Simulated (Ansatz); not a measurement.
**CH2N2: small, medium and large basis sets**

An exercise on one series of results from a longer session: the logs are not shown, and one member is left open.

Program: Ansatz 0.2.0, Gaussian basis. Level of theory: one geometry, several basis sets. These are calculated values, not measurements.

Plan: PBE0-D4/def2-SVP; ωB97M-V/def2-SVP; PBE0-D4/def2-QZVPP; ωB97M-V/def2-QZVPP; CCSD(T)/cc-pV(D+d)Z; CCSD(T)/cc-pV(T+d)Z; CCSD(T)/cc-pV(Q+d)Z; the functionals' def2-TZVPP values are taken from earlier runs.

## Structure used throughout

An earlier PBE0-D4 in a triple-zeta def2 set relaxation fixed the geometry.

SMILES `N=C=N`, 5 atoms, charge 0, spin multiplicity 1.

Atoms are counted from 1 here; the program's logs count them from 0.

Bond lengths: N1–C2 1.217 Å, N1–H4 1.010 Å, C2–N3 1.217 Å, N3–H5 1.010 Å. Angles: C2–N1–H4 119.5°, N1–C2–N3 171.2°, C2–N3–H5 119.5°.

Set-up of the first run:

in.yaml

```yaml
crystal:
  periodic: [false, false, false]
  atoms:
    - {symbol: N, position_ang: [-1.211747, -0.218193, -0.051266]}
    - {symbol: C, position_ang: [0.002652, -0.150372, -0.091018]}
    - {symbol: N, position_ang: [1.208470, -0.241367, -0.227648]}
    - {symbol: H, position_ang: [-1.762822, 0.608214, -0.234881]}
    - {symbol: H, position_ang: [1.813347, -0.071983, 0.563415]}
basis:
  gaussian: {orbitals: def2-SVP}
hamiltonian: {xc: pbe0, dispersion: d4}
output: {orbitals: {seedname: orbitals}}
```

Run with:

```sh
ansatz run in.yaml --threads 4 --pin off --events-out ev --progress --plain --max-ram 10444MiB
```

Steps of the session up to this table: PBE0-D4 in def2-SVP; ωB97M-V in def2-SVP; PBE0-D4 in def2-QZVPP; ωB97M-V in def2-QZVPP.

One table of the session follows, with a row left open; its other results are not shown here.

It belongs to the step «Density functionals: the series». 

| functional | basis | HOMO (eV) | LUMO (eV) |
| --- | --- | --- | --- |
| PBE0-D4 | def2-SVP | -8.01 | 1.04 |
| PBE0-D4 | def2-TZVPP | -8.28 | 0.69 |
| PBE0-D4 | def2-QZVPP | -8.33 | 0.41 |
| ωB97M-V | def2-SVP | -10.23 | 3.17 |
| ωB97M-V | def2-TZVPP | -10.54 | 2.29 |
| ωB97M-V | def2-QZVPP | ? | ? |

Estimate the missing values for ωB97M-V, def2-QZVPP.

The run gave: HOMO (eV): -10.59; LUMO (eV): 1.59. In the column «HOMO (eV)» it is the lowest.
